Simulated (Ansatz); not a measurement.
Relaxation of C₂H₇NOS₂ (13 atoms, charge 0, multiplicity 1), to a largest force component of 0.02 eV/Å in at most 50 steps.

All numbers below come from RKS PBE-D4/def2-SVP in Ansatz 0.2.0.

```xyz
13
Properties=species:S:1:pos:R:3:forces:R:3
C -1.639 -0.915 -0.043 -2.00 3.11 -1.00
N -0.471 -0.363 -0.668 -0.12 0.45 0.72
C 0.619 -0.363 0.237 2.92 0.15 -1.73
O 1.878 -0.195 -0.550 -1.89 -0.76 1.09
S 0.579 0.947 1.494 -0.31 0.18 1.29
S 0.801 2.703 0.420 -2.34 -0.10 -0.40
H -2.452 -0.906 -0.807 0.02 -0.28 0.20
H -2.006 -0.206 0.745 0.20 -0.32 -0.10
H -1.548 -1.869 0.375 0.35 -2.46 1.03
H -0.205 -0.984 -1.405 0.50 -0.59 -1.18
H 0.735 -1.328 0.784 0.15 0.07 0.43
H 1.637 0.644 -0.981 0.25 0.52 -0.48
H 2.091 2.800 0.414 2.24 0.02 0.11
```

**Question.** Where does it end, and by what steps?

**Answer.** The run converged. After 8 steps the energy has fallen by 0.585 eV; S6 moved furthest, 0.17 Å.

```tsv
step	energy less start (eV)	largest force component (eV/Å)	accepted
0	0.0000	3.110	yes
1	-0.4113	1.634	yes
2	-0.5551	0.479	yes
3	-0.5730	0.288	yes
4	-0.5688	0.442	no
5	-0.5839	0.055	yes
6	-0.5847	0.058	yes
7	-0.5850	0.032	yes
8	-0.5851	0.018	yes
```

```xyz
13
Properties=species:S:1:pos:R:3
C -1.688 -0.860 -0.036
N -0.442 -0.444 -0.653
C 0.725 -0.413 0.179
O 1.851 -0.191 -0.582
S 0.502 0.933 1.529
S 0.741 2.598 0.295
H -2.492 -0.871 -0.797
H -1.971 -0.128 0.748
H -1.653 -1.870 0.447
H -0.217 -0.999 -1.488
H 0.904 -1.324 0.808
H 1.696 0.693 -0.996
H 2.064 2.841 0.561
```

Whether the end is a true minimum wasn't checked by a vibrational analysis.

Run time: 32 s on 2 threads of Arm Neoverse V1 (shared host), peak memory 0.18 GiB.
